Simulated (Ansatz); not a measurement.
AsH⁺, quartet: stretch scan

Starting geometry (PBE0/def2-TZVP stationary point for this spin):

| atom | x (Å) | y (Å) | z (Å) |
| --- | --- | --- | --- |
| As | 0.0000 | 0.0000 | 0.0000 |
| H | 0.0000 | 0.0000 | 1.6414 |

From there H2 moves along the line of the two atoms named below, all else staying in place; atoms are numbered as listed. Energies are in eV, counted from the starting geometry at the same level. Kohn–Sham curves are unrestricted where that lies lower.

Basis cc-pVTZ; Ansatz 0.2.0. Only valence electrons are correlated (noble-gas cores and the filled d shells of p-block atoms frozen). No spin–orbit coupling is included, and no scalar relativity.

Full CI is exact within this basis and frozen core; it isn't the basis-set limit.

| distance As1-H2 (Å) | CAM-B3LYP |
| --- | --- |
| 1.316 | 0.811 |
| 1.455 | 0.212 |
| 1.641 | 0.000 |
| 1.781 | 0.030 |
| 2.019 | 0.194 |
| 2.286 | 0.412 |
| 2.644 | 0.679 |
| 2.990 | 0.882 |
| 3.696 | 1.119 |
| 4.413 | 1.209 |
| 5.569 | 1.243 |

Problem. Estimate the full CI curve in cc-pVTZ from this one, knowing how CAM-B3LYP errs.

Solution. The computed full CI values, in eV from the starting point, and the error of CAM-B3LYP against them:
| distance As1-H2 (Å) | full CI | CAM-B3LYP less full CI |
| --- | --- | --- |
| 1.316 | 0.719 | 0.092 |
| 1.455 | 0.145 | 0.067 |
| 1.641 | 0.000 | 0.000 |
| 1.781 | 0.091 | -0.061 |
| 2.019 | 0.355 | -0.160 |
| 2.286 | 0.648 | -0.236 |
| 2.644 | 0.948 | -0.269 |
| 2.990 | 1.131 | -0.249 |
| 3.696 | 1.281 | -0.161 |
| 4.413 | 1.314 | -0.105 |
| 5.569 | 1.323 | -0.080 |

The error spans 0.361 eV and is largest, -0.269 eV, at 2.644 Å.

Functionals correlate the shells that the reference freezes, so part of their error here is the reference's.
